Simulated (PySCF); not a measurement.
Task: Write Cartesian coordinates for `O=C(CCC)Cl` as optimised with PBE0-D3(BJ)/def2-SVP.

Result: 
```
atom  x, y, z in Å
C1     0.9027    0.4712    1.0274
C2    -0.5145    0.0488    0.6778
C3    -1.5586    0.8639    1.4225
C4    -2.9680    0.4896    1.0748
O5    -3.3270   -0.3231    0.2952
Cl6   -4.1635    1.4565    2.0063
H7     1.0810    1.5292    0.7769
H8     1.1066    0.3482    2.1032
H9     1.6433   -0.1289    0.4789
H10   -0.6885    0.1473   -0.4057
H11   -0.6635   -1.0190    0.9057
H12   -1.4559    1.9450    1.2238
H13   -1.4563    0.7675    2.5171
```

Any rigid rotation of these coordinates is as good. Atoms count from 1 in this order. Of the pairs four or more bonds apart, O5···H10 is among the closest relative to their van der Waals radii: 2.77 Å, 102 % of the sum of Bondi's values. The 6 heavy atoms lie in one plane (0.011 Å rms). The C–C distances run from 1.499 Å (C3–C4, drawn single) to 1.520 Å (C1–C2, drawn single), a spread of 0.021 Å.

Bonds between heavy atoms (Å): C1–C2 1.520, C2–C3 1.520, C3–C4 1.499, C4=O5 1.182, C4–Cl6 1.798.

Method: PBE0-D3(BJ)/def2-SVP geometry optimisation, gas phase (PySCF 2.14.0).

Point group: near Cs, missed by 0.09 Å at most; the miss may be what the optimiser left on a soft mode. No frequency check. The numbers are those of one conformer (C1–C2–C3–C4 179°, C2–C3–C4–O5 -1°).
